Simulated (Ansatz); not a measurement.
Relaxed structures of CH5NSi, singlet (PBE0-D4/def2-TZVP; forces vanish, vibrations not checked; lower isomers may exist, and structures with a doubtful reference or unclear bonds are left out; Å). Program: Ansatz 0.2.0. Basis: def2-TZVPP. Cores are frozen in the correlated methods.

**Question.** Rank them by CCSD(T) energy, lowest first, and give each one's height above the lowest. Links in brackets join atoms within 1.22 times the sum of their covalent radii (1.1 for two metals). (To be estimated.)
A.
CH₅NSi ([NH2][CH2][SiH])
```
8
angstrom
N -0.4347 0.6239 -1.1213
C -0.1021 0.4913 0.2806
Si 0.8769 -1.0515 0.7599
H -0.7098 -0.2591 -1.5307
H -1.1813 1.2872 -1.2798
H 0.4305 1.3838 0.6356
H -0.9746 0.4066 0.9711
H 1.0776 -0.5575 2.1912
```
B.
CH₅NSi ([CH2][NH][SiH2])
```
8
angstrom
N -0.1531 0.4215 0.1782
C -0.5254 0.5498 -1.0446
Si 0.1337 -1.0579 1.2610
H -0.5059 -0.3207 -1.6901
H -0.8755 1.5005 -1.4311
H -0.1887 1.2852 0.7132
H 0.6459 -1.9359 0.1387
H 1.4379 -0.5019 1.7909
```
C.
CH₅NSi ([NH2][CH][SiH2])
```
8
angstrom
N -0.5320 0.6066 -1.1188
C -0.0628 0.4803 0.1360
Si 0.2912 -0.9765 1.0956
H -0.5884 -0.1966 -1.7203
H -1.0627 1.4115 -1.4015
H -0.0806 1.4184 0.6898
H 0.7020 -2.1156 0.2223
H 1.3334 -0.6281 2.0969
```

**Answer.** The calculation gives: C (0.00 kcal/mol), B (0.87 kcal/mol), A (7.45 kcal/mol). Heights count from the lowest.

T1 diagnostic: at most 0.026. The T1 diagnostic is large here, which may signal multireference character or strong orbital relaxation, so CCSD(T) is less sure. The restricted Hartree–Fock reference is unstable towards an unrestricted one at one or more of these structures. A large double-excitation amplitude points to some diradical character; no triplet was computed.

For scale, one of the runs: CCSD(T)/def2-TZVPP, 174 basis functions, launched by `ansatz run in.yaml --threads 2 --pin off --events-out ev --progress --plain --max-ram 4352MiB`. Time: 34 s of wall clock on 2 CPU threads of an Arm Neoverse V1; the host was shared. Peak host memory: 1.5 GiB.
